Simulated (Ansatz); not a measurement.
The input, for Ansatz 0.2.0:

```yaml
crystal:
  periodic: [false, false, false]
  atoms:
    - {symbol: C, position_ang: [0.000000, 0.005146, 2.351390]}
    - {symbol: Ga, position_ang: [0.000000, 0.015029, 0.439090]}
    - {symbol: P, position_ang: [0.000000, -0.079744, -1.839941]}
    - {symbol: H, position_ang: [0.000000, 1.349568, -1.851901]}
basis:
  gaussian: {orbitals: STO-3G}
magnetization: {spin_polarized: false, initial_magnetization: 3}
correlation: {method: fic_mrcisd_q_relaxed, electrons: valence, active_space: {window: {electrons: 5, orbitals: 5}}}
```

```sh
$ ansatz run in.yaml --threads 1 --pin off --events-out ev --progress --plain --max-ram 2393MiB
```

Problem. Roughly how long does this take on 1 thread of Arm Neoverse V1, shared host, and how much host memory?

Solution. 21 s wall and 0.11 GiB.

```
349 factors; integrals over basis functions are off by at most 3.5e-5 eV
mean field evaluation 1: about -61918.2832 eV, gradient 2.0e1 eV
mean field evaluation 2: about -61918.3103 eV, gradient 2.0e1 eV
mean field evaluation 4: about -61920.4369 eV, gradient 3.2e0 eV
mean field evaluation 8: about -61920.6540 eV, gradient 4.4e-1 eV
mean field evaluation 16: about -61920.7167 eV, gradient 1.4e-2 eV
mean field evaluation 32: about -61923.2655 eV, gradient 2.3e-1 eV
mean field evaluation 64: about -61923.2696 eV, gradient 2.6e-6 eV
mean field evaluation 96: about -61922.2158 eV, gradient 1.6e-1 eV
mean field evaluation 128: about -61923.2660 eV, gradient 8.3e-1 eV
mean field evaluation 160: about -61923.2677 eV, gradient 1.4e-1 eV
...
contracted CI cycle  16: correlation -3.86864291 eV, -0.1421700048 hartree, residual 1.99e-2 eV
contracted CI cycle  17: correlation -3.86865901 eV, -0.1421705962 hartree, residual 1.25e-2 eV
contracted CI cycle  18: correlation -3.86866566 eV, -0.1421708408 hartree, residual 7.75e-3 eV
contracted CI cycle  19: correlation -3.86866823 eV, -0.1421709353 hartree, residual 5.31e-3 eV
contracted CI cycle  20: correlation -3.86866945 eV, -0.1421709801 hartree, residual 3.50e-3 eV
contracted CI cycle  21: correlation -3.86867000 eV, -0.1421710004 hartree, residual 2.15e-3 eV
contracted CI cycle  22: correlation -3.86867021 eV, -0.1421710081 hartree, residual 1.48e-3 eV
contracted CI cycle  23: correlation -3.86867034 eV, -0.1421710127 hartree, residual 1.27e-3 eV
contracted CI cycle  24: correlation -3.86867043 eV, -0.1421710160 hartree, residual 9.14e-4 eV
contracted CI cycle  25: correlation -3.86867047 eV, -0.1421710174 hartree, residual 5.25e-4 eV
state -61922.72298318 eV, -2275.6180969028 hartree; corrected -61927.87350262 eV, -2275.8073750008 hartree
state -61925.02780404 eV, -2275.7027975069 hartree; corrected -61928.74669768 eV, -2275.8394643277 hartree
Total energy: -61928.74669768 eV, -2275.8394643277 hartree
```
